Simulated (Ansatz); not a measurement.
**RPA@wPBEh/ANO-RCC-MB (sfX2C) run of ClH (hydrogen chloride)**

Aim: the vertical ionisation energy of ClH (hydrogen chloride) at RPA@wPBEh/ANO-RCC-MB (sfX2C), from 2 runs. 

Program for the calculation: Ansatz 0.2.0.

## (1) The system as given

ClH has 2 atoms, charge 0, and is taken as a singlet. As SMILES, `Cl`. Geometry: relaxed at PBE0-D4/def2-TZVP.

Bond lengths: Cl1–H2 1.279 Å.

## (2) The energy at RPA@wPBEh/ANO-RCC-MB (sfX2C)

File in.yaml:

```yaml
crystal:
  periodic: [false, false, false]
  atoms:
    - {symbol: Cl, position_ang: [0.546000, -0.178500, 0.280800]}
    - {symbol: H, position_ang: [-0.546000, 0.178500, -0.280800]}
basis:
  gaussian:
    orbitals: ANO-RCC-MB.json
correlation:
  method: rpa
  electrons: all
hamiltonian:
  xc: {name: wPBEh}
  pseudopotentials:
    relativity: scalar
output:
  orbitals: {seedname: orbitals}
```

The basis set ANO-RCC-MB is read from a file made from the Basis Set Exchange's data (not shown).

The run is started by

```sh
$ ansatz run in.yaml --threads 1 --pin off --max-ram 2610MiB --events-out events.jsonl --progress --plain --runs-dir runs
```

Log:

```text
Warning: RAYON_NUM_THREADS=1 ignored (pool sized by the plan → 1); use --threads N
Functional definition: wPBEh
  name "wPBEh"
  parameter a = 0.25
  parameter omega = 0.11/bohr
  exchange = wpbe_x - a*pbe_x_sr(omega) + a*exact_x_sr(omega)
  correlation = pbe_c
159 factors; integrals over basis functions are off by at most 1.0e-5 eV
18 factors; integrals over basis functions are off by at most 2.5e-7 eV
mean field evaluation 1: about -12572.6493 eV, gradient 8.0e0 eV
mean field evaluation 2: about -12572.6478 eV, gradient 8.0e0 eV
mean field evaluation 4: about -12573.0059 eV, gradient 3.4e-2 eV
mean field evaluation 8: about -12573.0059 eV, gradient 1.5e-5 eV
mean field -12573.00591509 eV, -462.0494450902 hartree, gradient 6.1e-7 eV, S^2 0.000000; 0 other end points of the search recorded, 0 dependent functions left out
reference -12556.84632784 eV, -461.4555912120 hartree; 9, 9 occupied and 1, 1 virtual orbitals, 159 factors
Total energy: -12557.56464260 eV, -461.4819887924 hartree
Relativity: scalar
```

Run time: 5 s. Hardware: 1 thread of Intel Xeon Platinum 8259CL at 2.50GHz (Skylake/Cascade Lake), shared host.

## (3) The doublet cation at the same level

in.yaml: that of step 2 with these lines changed.

```diff
@@ -8,5 +8,6 @@
     orbitals: ANO-RCC-MB.json
-correlation:
-  method: rpa
-  electrons: all
+total_charge: 1
+magnetization:
+  spin_polarized: true
+  initial_magnetization: 1
 hamiltonian:
@@ -15,2 +16,5 @@
     relativity: scalar
+correlation:
+  method: rpa
+  electrons: all
 output:
```

The basis set ANO-RCC-MB is read from a file made from the Basis Set Exchange's data (not shown).

The run is started by

```sh
$ ansatz run in.yaml --threads 1 --pin off --max-ram 2610MiB --events-out events.jsonl --progress --plain --runs-dir runs
```

Log (excerpt; [...] marks lines left out):

```text
Warning: RAYON_NUM_THREADS=1 ignored (pool sized by the plan → 1); use --threads N
[... 6 set-up lines as earlier in the session ...]
159 factors; integrals over basis functions are off by at most 1.0e-5 eV
18 factors; integrals over basis functions are off by at most 2.5e-7 eV
mean field evaluation 1: about -12558.2348 eV, gradient 5.2e0 eV
mean field evaluation 2: about -12558.2338 eV, gradient 5.2e0 eV
mean field evaluation 4: about -12558.5408 eV, gradient 6.9e-2 eV
mean field evaluation 8: about -12558.5407 eV, gradient 2.1e-3 eV
mean field -12558.54073539 eV, -461.5178595408 hartree, gradient 1.2e-7 eV, S^2 0.750589; 0 other end points of the search recorded, 0 dependent functions left out
reference -12543.54021218 eV, -460.9666004808 hartree; 9, 8 occupied and 1, 2 virtual orbitals, 159 factors
Total energy: -12544.36496684 eV, -460.9969096555 hartree
Relativity: scalar
```

It took 0.76 s on 1 thread of Intel Xeon Platinum 8259CL at 2.50GHz (Skylake/Cascade Lake), shared host.

## (4) Summary of results

Level: RPA@wPBEh/ANO-RCC-MB (sfX2C).

| quantity | value |
| --- | --- |
| singlet ClH: total energy | -461.48199 Eh |
| singlet ClH: HOMO energy (wPBEh Kohn–Sham orbitals) | -9.78 eV |
| singlet ClH: LUMO energy (wPBEh Kohn–Sham orbitals) | 1.58 eV |
| singlet ClH: HOMO–LUMO gap (wPBEh Kohn–Sham orbitals) | 11.35 eV |
| singlet ClH: RPA correlation energy | -26.4 mEh |
| doublet cation: total energy | -460.99691 Eh |
| doublet cation: HOMO energy (wPBEh Kohn–Sham orbitals) (highest over α and β) | -21.25 eV |
| doublet cation: LUMO energy (wPBEh Kohn–Sham orbitals) (lowest over α and β) | -19.00 eV |
| doublet cation: RPA correlation energy | -30.3 mEh |
| doublet cation: ⟨S²⟩ | 0.751 |
| vertical ionisation energy (to the doublet cation) | 13.200 eV |

In words: The vertical ionisation energy comes to 13.20 eV (304 kcal/mol).
